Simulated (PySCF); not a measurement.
Gas-phase reaction: 3 SiH + SiCl3 = 3 SiHCl + Si

Energies from PySCF, thermal terms from the rigid-rotor harmonic-oscillator model, ideal gas at 1 bar. † marks an energy on the PBE0/def2-TZVP geometry and frequencies; other levels use their own. MP2 and CCSD(T) freeze the core. 6-31G* has spherical d functions here. Open shells (unrestricted): SiH (multiplicity 2, electronic degeneracy 4), SiCl3 (multiplicity 2), Si (multiplicity 3, electronic degeneracy 9); the rest are closed-shell singlets. Spin-orbit splitting is ignored; it lowers the true energy and changes the entropy of SiH, Si. B3LYP is the form with VWN-RPA correlation. SiHCl: computed as isolated molecules; such fragments, hydroxides, amides, oligomers or adducts are transient or little studied in the gas. MP2 isn't extrapolated to the basis-set limit; its ΔH°(298 K) is -142.1 kJ in def2-SVP and -159.2 kJ in def2-TZVPP. CCSD(T) isn't extrapolated to the basis-set limit; its ΔH°(298 K) is -155.9 kJ in def2-SVP and -158.6 kJ in def2-TZVPP. The harmonic model lacks anharmonicity and excited electronic states, which grow with temperature; levels with a mode under 35 cm⁻¹ are left out.

```tsv
level	ΔE electronic, kJ	ΔH°(298 K), kJ	ΔS°(298 K), J/K	ΔG°(1600 K), kJ
B3LYP/def2-TZVP†	-163	-156	8	-158
BLYP/def2-TZVP†	-172	-166	8	-168
CCSD(T)/def2-SVP†	-163	-156	8	-158
HF/6-31G*	-105	-96	10	-100
MP2/def2-TZVPP†	-166	-159	8	-161
PBE0/def2-TZVP	-144	-137	8	-139
ωB97M-V/def2-TZVP†	-186	-180	8	-181
```
ΔH° is lowest at ωB97M-V/def2-TZVP† and highest at HF/6-31G*. No reference value is set beside these.
